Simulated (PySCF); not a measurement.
## Ionisation energy of Al by level of theory

Al [Ne] 3s2 3p1 (2P) → Al⁺ [Ne] 3s2 (1S), as a difference of total energies. Computed with PySCF 2.14 in aug-cc-pCVTZ-DK (8s7p5d3f, 75 functions), with scalar relativity by spin-free X2C-1e. Correlated levels: valence: [Ne] frozen. The calculations carry no spin-orbit coupling.

| method | ionisation energy (eV) | error (eV) |
| --- | --- | --- |
| UHF | 5.589 | -0.388 |
| MP2 (valence) | 5.814 | -0.163 |
| SCS-MP2 (valence) | 5.798 | -0.179 |
| CCSD (valence) | 5.906 | -0.071 |
| CCSD(T) (valence) | 5.938 | -0.039 |

Reference: 5.977 eV (measured; NIST levels, between the centres of gravity of the two terms).

Errors of the correlated levels include the incompleteness of this basis and the frozen core.
